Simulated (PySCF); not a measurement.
An unknown shows these calculated signals:

1H NMR (400 MHz, computed): δ 6.10 (m, 2H), 3.60 (m, 4H), 0.40 (br s, 1H).

13C{1H} NMR (computed): δ 139.2 (CH), 57.6 (CH2).

- shielding tensors at PBE0/pcSseg-1 (GIAO)
- B3LYP/pcJ-1 coupling constants (spin–dipole term only in couplings to heteroatoms)
- geometry: PBE0-D3(BJ)/def2-SVP
- run in PySCF 2.14.0 with density-fitted response routines
- non-relativistic, in vacuum, averaged over atoms made equivalent by symmetry, fast rotation or ring inversion, one computed conformer

References, each an isolated molecule treated in the same way: TMS for 1H and 13C.

**Question.** Which of these does the molecule contain: a vinyl group CH=CH2, a Si–H bond, a non-aromatic C=C double bond, an NH or NH2 group, an ester?

**Answer.** 
- A vinyl group CH=CH2: no.
- A Si–H bond: no.
- A non-aromatic C=C double bond: yes.
- An NH or NH2 group: yes (δH 0.40 (br s)).
- An ester: no.

The data belong to `C1=CCNC1`, C₄H₇N; they needn't prove each group on their own.

Carbon signals by region: 1 in the sp2 and nitrile region (100–160 ppm), 1 at 50–100 ppm.

OH and NH positions are those of a molecule without intermolecular hydrogen bonds; in solution they move with solvent, concentration and temperature, and exchange usually removes their couplings. Splittings below 1 Hz are ignored in the labels, and close J values are merged. Couplings among chemically equivalent protons are left out too, so labels in AA′BB′ or AA′XX′ sets are apparent multiplicities. Unscaled 3J(H,H) at this level run about 10 % above measured values. Shifts are as computed. Against solution values, carbons near 30 ppm lie about +2 ppm off and those near 130 ppm about +5 ppm. Of 1211 compounds with measured shifts, 218 miss one by over three times the rms of a fit or turn the order of signals round; such compounds aren't used in these exercises. Couplings to exchangeable protons are dropped.
